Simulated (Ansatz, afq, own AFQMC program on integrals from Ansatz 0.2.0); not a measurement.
# C2H7Si (doublet): quantum Monte Carlo beside coupled cluster as a fragment species, def2-TZVP

How near does AFQMC come to the top of the ladder for C2H7Si (doublet)?

Computed with Ansatz 0.2.0, Gaussian basis, and an in-house AFQMC program (afq) on its integrals; all values are calculated. Level: def2-TZVP, frozen cores.

Plan: PBE (unrestricted); r2SCAN (unrestricted); CCSD(T) on UHF; PBE0 (unrestricted); B3LYP (unrestricted); wB97M-V (unrestricted); B2PLYP (unrestricted); Phaseless AFQMC, CISD trial on UHF.

## (1) The geometry

The geometry is a PBE0/def2-SVP stationary point (not a proven minimum).

10 atoms, charge 0, spin multiplicity 2.

Atoms are counted from 1 here; the program's logs count them from 0.

Bond lengths: C1–C2 1.526 Å, C1–H4 1.102 Å, C1–H5 1.102 Å, C1–H6 1.101 Å, C2–Si3 1.894 Å, C2–H7 1.104 Å, C2–H8 1.106 Å, Si3–H9 1.500 Å, Si3–H10 1.499 Å. Angles: C2–C1–H4 111.6°, C2–C1–H5 111.6°, C2–C1–H6 111.5°, H4–C1–H5 107.2°, H4–C1–H6 107.3°, H5–C1–H6 107.4°, C1–C2–Si3 115.0°, C1–C2–H7 110.8°, C1–C2–H8 110.5°, Si3–C2–H7 107.6°, Si3–C2–H8 106.7°, H7–C2–H8 105.6°, C2–Si3–H9 111.8°, C2–Si3–H10 111.5°, H9–Si3–H10 109.6°.

Geometry (Å):

```xyz
10

C    -1.48689   -0.33211   -0.13141
C    -0.21548   -0.58701    0.67229
Si    1.36760    0.12256   -0.08666
H    -1.41434   -0.74738   -1.14922
H    -1.69386    0.74504   -0.23277
H    -2.36544   -0.79247    0.34764
H    -0.30918   -0.17839    1.69317
H    -0.04856   -1.67286    0.79985
H     1.60029   -0.39574   -1.47489
H     2.56427   -0.16924    0.76721
```

## (2) PBE (unrestricted)

Input file in.yaml:

```yaml
crystal:
  periodic: [false, false, false]
  atoms:
    - {symbol: C, position_ang: [-1.486894, -0.332107, -0.131414]}
    - {symbol: C, position_ang: [-0.215478, -0.587008, 0.672294]}
    - {symbol: Si, position_ang: [1.367604, 0.122560, -0.086663]}
    - {symbol: H, position_ang: [-1.414343, -0.747380, -1.149222]}
    - {symbol: H, position_ang: [-1.693861, 0.745042, -0.232774]}
    - {symbol: H, position_ang: [-2.365443, -0.792474, 0.347640]}
    - {symbol: H, position_ang: [-0.309183, -0.178394, 1.693167]}
    - {symbol: H, position_ang: [-0.048556, -1.672861, 0.799854]}
    - {symbol: H, position_ang: [1.600288, -0.395739, -1.474890]}
    - {symbol: H, position_ang: [2.564266, -0.169239, 0.767209]}
basis:
  gaussian: {orbitals: def2-TZVP}
magnetization: {spin_polarized: true, initial_magnetization: 1}
hamiltonian: {xc: {name: PBE}}
output: {orbitals: {seedname: orbitals}}
```

Launch:

```sh
ansatz run in.yaml --threads 1 --pin off --events-out ev --progress --plain --max-ram 8192MiB --backend cpu
```

Output:

```text
Functional definition: PBE
  name "PBE"
  cite "Perdew, Burke & Ernzerhof, Phys. Rev. Lett. 77, 3865 (1996) doi:10.1103/PhysRevLett.77.3865"
  parent pbe
  parameter kappa = 0.804
  parameter beta = 0.06672455060314922
  exchange = pbe_x(kappa = kappa, mu = beta*pi^2/3)
  correlation = pbe_c(beta = beta)
920 factors; their error is unknown
mean field evaluation 1: about -10046.0363 eV, gradient 5.0e1 eV
mean field evaluation 2: about -9997.1232 eV, gradient 9.3e1 eV
mean field evaluation 4: about -10058.0287 eV, gradient 4.2e0 eV
mean field evaluation 8: about -10058.1279 eV, gradient 1.8e-1 eV
mean field evaluation 16: about -10058.0999 eV, gradient 2.0e-4 eV
mean field -10058.09987231 eV, -369.6283526823 hartree, gradient 1.3e-5 eV, S^2 0.752545; 0 other end points of the search recorded, 0 dependent functions left out
reference -10058.09991579 eV, -369.6283542805 hartree; 17, 16 occupied and 124, 125 virtual orbitals, 920 factors
Total energy: -10058.09991579 eV, -369.6283542805 hartree
```

Wall time 3.8 s (1 thread of AMD EPYC 7R13 (Zen 3), shared host); peak memory 4.6 GiB.

From the report: ⟨S²⟩ of the determinant 0.753 (pure doublet: 0.75).

## (3) r2SCAN (unrestricted)

in.yaml, as its differences from that of step 2:

```diff
@@ -16,3 +16,2 @@
 magnetization: {spin_polarized: true, initial_magnetization: 1}
-hamiltonian: {xc: {name: PBE}}
-output: {orbitals: {seedname: orbitals}}
+hamiltonian: {xc: {name: r2SCAN}}
```

Launched as before.

Output:

```text
Functional definition: r2SCAN
  name "r2SCAN"
  cite "Furness, Kaplan, Ning, Perdew & Sun, J. Phys. Chem. Lett. 11, 8208 (2020) doi:10.1021/acs.jpclett.0c02405"
  cite "Furness, Kaplan, Ning, Perdew & Sun, J. Phys. Chem. Lett. 11, 9248 (2020) doi:10.1021/acs.jpclett.0c03077"
  parent r2scan
  parameter k0 = 0.174
  parameter k1 = 0.065
  parameter a1 = 4.9479
  exchange = r2scan_x(k0 = k0, k1 = k1, a1 = a1)
  correlation = r2scan_c
920 factors; their error is unknown
mean field evaluation 1: about -10053.5428 eV, gradient 4.5e1 eV
mean field evaluation 2: about -10037.2887 eV, gradient 6.8e1 eV
mean field evaluation 4: about -10063.3178 eV, gradient 3.0e0 eV
mean field evaluation 8: about -10063.3666 eV, gradient 5.3e-2 eV
mean field evaluation 16: about -10063.3379 eV, gradient 1.1e-4 eV
mean field -10063.33789654 eV, -369.8208465224 hartree, gradient 3.6e-5 eV, S^2 0.754464; 0 other end points of the search recorded, 0 dependent functions left out
reference -10063.33791162 eV, -369.8208470766 hartree; 17, 16 occupied and 124, 125 virtual orbitals, 920 factors
Total energy: -10063.33791162 eV, -369.8208470766 hartree
```

Run time: 7.5 s. Hardware: 1 thread of AMD EPYC 7R13 (Zen 3), shared host; peak memory 4.6 GiB.

From the report: ⟨S²⟩ of the determinant 0.754 (pure doublet: 0.75).

## (4) CCSD(T) on UHF

in.yaml, as its differences from that of step 3:

```diff
@@ -16,2 +16,2 @@
 magnetization: {spin_polarized: true, initial_magnetization: 1}
-hamiltonian: {xc: {name: r2SCAN}}
+correlation: {method: ccsd_t, electrons: outside_noble_gas, hamiltonian_folder: ham}
```

Launch:

```sh
ansatz run in.yaml --threads 1 --pin off --events-out ev --progress --plain --max-ram 24576MiB --backend cuda --devices 0, --max-vram 18GiB
```

Output, shortened:

```text
Functional definition: HF
  name "HF"
  cite "Fock, Z. Phys. 61, 126 (1930) doi:10.1007/BF01340294"
  parent pbe
[...]
959 factors; integrals over basis functions are off by at most 1.2e-3 eV
[...]
mean field -10033.93347749 eV, -368.7402540533 hartree, gradient 3.1e-6 eV, S^2 0.754212; 0 other end points of the search recorded, 0 dependent functions left out
7 core orbitals not correlated: weight in the atoms' cores, before any rotation towards them, 1.000 or more for the frozen orbitals, at most 0.000 for the correlated occupied ones
reference -10033.93347749 eV, -368.7402540533 hartree; 10, 9 occupied and 124, 125 virtual orbitals, 959 factors
second order -12.10875079 eV of doubles, -0.00000000 eV of singles
cycle   1  -12.99994818 eV  change   -8.9e-1 eV  update   7.8e-2
[...]
cycle   9  -13.44450765 eV  change    4.0e-6 eV  update   2.1e-5
perturbative correction -0.48174647 eV, -0.0177038561 hartree
Total energy: -10047.85973161 eV, -369.2520344526 hartree
```

Run time: 14 s. Hardware: 1 × NVIDIA H100 80GB HBM3 with 1 thread of AMD EPYC 7R13 (Zen 3), shared host; peak host memory 4.6 GiB.

From the report: ⟨S²⟩ of the determinant 0.754 (pure doublet: 0.75); correlation -13.9263 eV; T1 0.012; largest double amplitude 0.02.

This run also writes the integrals to the folder ham.

## (5) PBE0 (unrestricted)

in.yaml, as its differences from that of step 4:

```diff
@@ -16,2 +16,3 @@
 magnetization: {spin_polarized: true, initial_magnetization: 1}
-correlation: {method: ccsd_t, electrons: outside_noble_gas, hamiltonian_folder: ham}
+hamiltonian: {xc: {name: PBE0}}
+output: {orbitals: {seedname: orbitals}}
```

Launch:

```sh
ansatz run in.yaml --threads 1 --pin off --events-out ev --progress --plain --max-ram 8192MiB --backend cpu
```

Output:

```text
Functional definition: PBE0
  name "PBE0"
  cite "Adamo & Barone, J. Chem. Phys. 110, 6158 (1999) doi:10.1063/1.478522"
  cite "Perdew, Burke & Ernzerhof, Phys. Rev. Lett. 77, 3865 (1996) doi:10.1103/PhysRevLett.77.3865"
  parent pbe
  parameter a = 0.25
  parameter kappa = 0.804
  parameter beta = 0.06672455060314922
  exchange = (1 - a)*pbe_x(kappa = kappa, mu = beta*pi^2/3) + a*exact_x
  correlation = pbe_c(beta = beta)
936 factors; their error is unknown
mean field evaluation 1: about -10052.0905 eV, gradient 3.9e1 eV
mean field evaluation 2: about -10046.6323 eV, gradient 4.9e1 eV
mean field evaluation 4: about -10059.3635 eV, gradient 1.6e0 eV
mean field evaluation 8: about -10059.3945 eV, gradient 4.1e-2 eV
mean field -10059.39451311 eV, -369.6759298543 hartree, gradient 8.1e-5 eV, S^2 0.752653; 0 other end points of the search recorded, 0 dependent functions left out
reference -10059.39454533 eV, -369.6759310384 hartree; 17, 16 occupied and 124, 125 virtual orbitals, 936 factors
Total energy: -10059.39454533 eV, -369.6759310384 hartree
```

It took 4.8 s on 1 thread of AMD EPYC 7R13 (Zen 3), shared host; peak memory 4.6 GiB.

From the report: ⟨S²⟩ of the determinant 0.753 (pure doublet: 0.75).

## (6) B3LYP (unrestricted)

in.yaml, as its differences from that of step 5:

```diff
@@ -16,3 +16,2 @@
 magnetization: {spin_polarized: true, initial_magnetization: 1}
-hamiltonian: {xc: {name: PBE0}}
-output: {orbitals: {seedname: orbitals}}
+hamiltonian: {xc: {name: B3LYP}}
```

Launched as before.

Output:

```text
Functional definition: B3LYP
  name "B3LYP"
  cite "Stephens, Devlin, Chabalowski & Frisch, J. Phys. Chem. 98, 11623 (1994) doi:10.1021/j100096a001"
  cite "Becke, Phys. Rev. A 38, 3098 (1988) doi:10.1103/PhysRevA.38.3098"
  cite "Lee, Yang & Parr, Phys. Rev. B 37, 785 (1988) doi:10.1103/PhysRevB.37.785"
  cite "Vosko, Wilk & Nusair, Can. J. Phys. 58, 1200 (1980) doi:10.1139/p80-159"
  parameter a0 = 0.2
  parameter ax = 0.72
  parameter ac = 0.81
  exchange = (1 - a0 - ax)*slater_x + ax*b88_x + a0*exact_x
  correlation = (1 - ac)*vwn_rpa_c + ac*lyp_c
929 factors; their error is unknown
mean field evaluation 1: about -10057.3502 eV, gradient 4.3e1 eV
mean field evaluation 2: about -10047.1754 eV, gradient 5.9e1 eV
mean field evaluation 4: about -10066.2657 eV, gradient 2.2e0 eV
mean field evaluation 8: about -10066.2964 eV, gradient 4.5e-2 eV
mean field -10066.29643337 eV, -369.9295707456 hartree, gradient 7.3e-5 eV, S^2 0.751770; 0 other end points of the search recorded, 0 dependent functions left out
reference -10066.29670152 eV, -369.9295805999 hartree; 17, 16 occupied and 124, 125 virtual orbitals, 929 factors
Total energy: -10066.29670152 eV, -369.9295805999 hartree
```

It took 4.6 s on 1 thread of AMD EPYC 7R13 (Zen 3), shared host; peak memory 4.6 GiB.

From the report: ⟨S²⟩ of the determinant 0.752 (pure doublet: 0.75).

## (7) wB97M-V (unrestricted)

in.yaml, as its differences from that of step 6:

```diff
@@ -16,2 +16,3 @@
 magnetization: {spin_polarized: true, initial_magnetization: 1}
-hamiltonian: {xc: {name: B3LYP}}
+hamiltonian: {xc: {name: wB97M-V}}
+output: {orbitals: {seedname: orbitals}}
```

Launched as before.

Output, shortened:

```text
Functional definition: wB97M-V
  name "wB97M-V"
  cite "Mardirossian & Head-Gordon, J. Chem. Phys. 144, 214110 (2016) doi:10.1063/1.4952647"
  cite "Becke, J. Chem. Phys. 107, 8554 (1997) doi:10.1063/1.475007"
  cite "Vydrov & Van Voorhis, J. Chem. Phys. 133, 244103 (2010) doi:10.1063/1.3521275"
  # Of w^i u^j: cxij and so on, Table III.
[...]
  gx(w, u) = 1 - cx + cx01*u + cx10*w
  gss(w, u) = css00 + css04*u^4 + css10*w + css20*w^2 + css43*w^4*u^3
  gos(w, u) = cos00 + cos10*w + (cos20 + cos21*u)*w^2 + (cos60 + cos61*u)*w^6
[...]
      + integral(e_c_pw_mod_opposite_spin*gos(b97_w_opposite, b97_u_opposite)) + vv10(b, c)
920 factors; their error is unknown
277 factors; integrals over basis functions are off by at most 1.4e-5 eV
[...]
mean field -10063.15103721 eV, -369.8139795688 hartree, gradient 5.8e-5 eV, S^2 0.751095; 0 other end points of the search recorded, 0 dependent functions left out
reference -10063.15108649 eV, -369.8139813798 hartree; 17, 16 occupied and 124, 125 virtual orbitals, 920 factors
Total energy: -10063.15108649 eV, -369.8139813798 hartree
```

Wall time 16 s (1 thread of AMD EPYC 7R13 (Zen 3), shared host); peak memory 4.6 GiB.

From the report: ⟨S²⟩ of the determinant 0.751 (pure doublet: 0.75).

## (8) B2PLYP (unrestricted)

in.yaml, as its differences from that of step 7:

```diff
@@ -16,3 +16,3 @@
 magnetization: {spin_polarized: true, initial_magnetization: 1}
-hamiltonian: {xc: {name: wB97M-V}}
-output: {orbitals: {seedname: orbitals}}
+hamiltonian: {xc: {name: B2PLYP}}
+correlation: {electrons: outside_noble_gas}
```

The command is unchanged.

Output, shortened:

```text
Functional definition: B2PLYP
  name "B2PLYP"
  cite "Grimme, J. Chem. Phys. 124, 034108 (2006) doi:10.1063/1.2148954"
  cite "Becke, Phys. Rev. A 38, 3098 (1988) doi:10.1103/PhysRevA.38.3098"
  cite "Lee, Yang & Parr, Phys. Rev. B 37, 785 (1988) doi:10.1103/PhysRevB.37.785"
[...]
959 factors; integrals over basis functions are off by at most 1.2e-3 eV
[...]
mean field -10055.75287629 eV, -369.5421021696 hartree, gradient 6.8e-6 eV, S^2 0.752550; 0 other end points of the search recorded, 0 dependent functions left out
7 core orbitals not correlated: weight in the atoms' cores, before any rotation towards them, 1.000 or more for the frozen orbitals, at most 0.000 for the correlated occupied ones
reference -10055.75304518 eV, -369.5421083762 hartree; 10, 9 occupied and 124, 125 virtual orbitals, 959 factors
second order -14.80189650 eV of doubles, -0.00000000 eV of singles
Total energy: -10059.74955724 eV, -369.6889774853 hartree
```

It took 7 s on 1 thread of AMD EPYC 7R13 (Zen 3), shared host; peak memory 4.6 GiB.

From the report: ⟨S²⟩ of the determinant 0.753 (pure doublet: 0.75).

## (9) Phaseless AFQMC, CISD trial on UHF

It reads the integrals that the CCSD(T) run on this determinant wrote.

Launch:

```sh
afq ham --method phaseless --trial cisd --walkers 600 --populations 10 --least-time 60 --time-step 0.005 --steps-per-block 50 --equilibration-blocks 28 --max-blocks 4000 --target-error 0.00026 --factor-cut 1e-05 --start spin_pure --seed 1928 --release-times 0.24,0.51,0.99,1.5 --release-step 0.03 --release-every 4 --taylor-order 6
```

Output:

```text
orbitals 134  electrons 10 9  factors 955 of 959
reference energy -368.74025405 Eh
CCSD correlation -0.49407688 Eh in 11 cycles, weight of the determinant in the CISD state 0.8254
energy of the start -369.234150 Eh
 block  time / (1/Eh)  mean weight  energy / Eh
     1     0.250  0.9991  -369.221417
     2     0.500  1.0005  -369.229445
     3     0.750  1.0007  -369.236057
     4     1.000  0.9991  -369.243585
     5     1.250  0.9991  -369.249096
     6     1.500  0.9996  -369.249734
     7     1.750  1.0006  -369.250587
     8     2.000  0.9987  -369.250920
     9     2.250  0.9987  -369.250747
    10     2.500  1.0006  -369.250727
    13     3.250  1.0012  -369.252562
    19     4.750  1.0006  -369.253524
    25     6.250  0.9993  -369.253247
    31     7.750  1.0008  -369.257219
    37     9.250  1.0004  -369.251906
    43    10.750  0.9995  -369.254942
    49    12.250  0.9993  -369.251727
    55    13.750  0.9992  -369.253820
    61    15.250  0.9988  -369.252987
    67    16.750  1.0001  -369.254106
    73    18.250  1.0000  -369.254790
    79    19.750  0.9988  -369.250524
    85    21.250  0.9994  -369.254656
    91    22.750  1.0000  -369.256256
    97    24.250  1.0008  -369.252921
   103    25.750  1.0000  -369.252335
   109    27.250  1.0000  -369.254981
   115    28.750  1.0000  -369.255431
   121    30.250  0.9995  -369.256684
   127    31.750  1.0004  -369.252180
   133    33.250  1.0003  -369.251847
   139    34.750  1.0003  -369.249262
   145    36.250  0.9995  -369.255087
   151    37.750  0.9998  -369.254028
   157    39.250  1.0006  -369.252424
   163    40.750  0.9999  -369.252410
   169    42.250  1.0006  -369.256106
   175    43.750  0.9989  -369.252833
   181    45.250  0.9993  -369.252135
   187    46.750  1.0002  -369.249318
   193    48.250  0.9995  -369.257000
   199    49.750  0.9991  -369.253074
   205    51.250  1.0002  -369.252525
   211    52.750  1.0000  -369.254530
   217    54.250  0.9998  -369.252484
   223    55.750  1.0003  -369.252790
   229    57.250  1.0001  -369.254964
   235    58.750  0.9999  -369.256009
   241    60.250  1.0005  -369.256835
   247    61.750  1.0001  -369.251348
   253    63.250  1.0013  -369.249389
   259    64.750  1.0007  -369.254557
   265    66.250  1.0003  -369.250851
error from the spread of 10 populations
released: time / (1/Eh)  energy / Eh  error  mean overlap
  0.24  -369.254079  0.000305  0.9925
  0.51  -369.253470  0.000258  0.9925
  0.99  -369.253719  0.000341  0.9870
  1.50  -369.253709  0.000424  0.9888
energy -369.253634 +/- 0.000257 Eh
```

Run time: 5.4 min. Hardware: 1 × NVIDIA H100 80GB HBM3 with 2 threads of AMD EPYC 7R13 (Zen 3), shared host; peak host memory 4.6 GiB.

Energy -10047.9033 ± 0.0070 eV. Caveats: constraint bias not in the error.

## (10) AFQMC on the ladder

On the UHF determinant, counted from CCSD(T) (a yardstick, not exact):

| level | energy (eV) | from CCSD(T) (meV) | statistical error (meV) | time |
| --- | --- | --- | --- | --- |
| HF | -10033.9335 | +13926.3 |  |  |
| MP2 | -10046.0422 | +1817.5 |  |  |
| CCSD | -10047.3780 | +481.7 |  |  |
| CCSD(T) | -10047.8597 | 0.0 |  |  |
| Phaseless AFQMC, CISD trial, step 0.005, 600 walkers | -10047.9033 | -43.5 | 7.0 | 5.4 min |

The functionals' totals stand on their own zeros and serve differences with other points: PBE -10058.100 eV; r2SCAN -10063.338 eV; PBE0 -10059.395 eV; B3LYP -10066.297 eV; wB97M-V -10063.151 eV; B2PLYP -10059.750 eV.

## (11) Summary of results

```
                                       quantity            value
Phaseless AFQMC, CISD trial on UHF from CCSD(T)  -43.5 ± 7.0 meV
```

**Reading.** On UHF the phaseless walk with the CISD trial lies -43.5 meV from CCSD(T), 6 times its error bar. Error bars are statistical and leave out the constraint, the time step and what remains of the start.
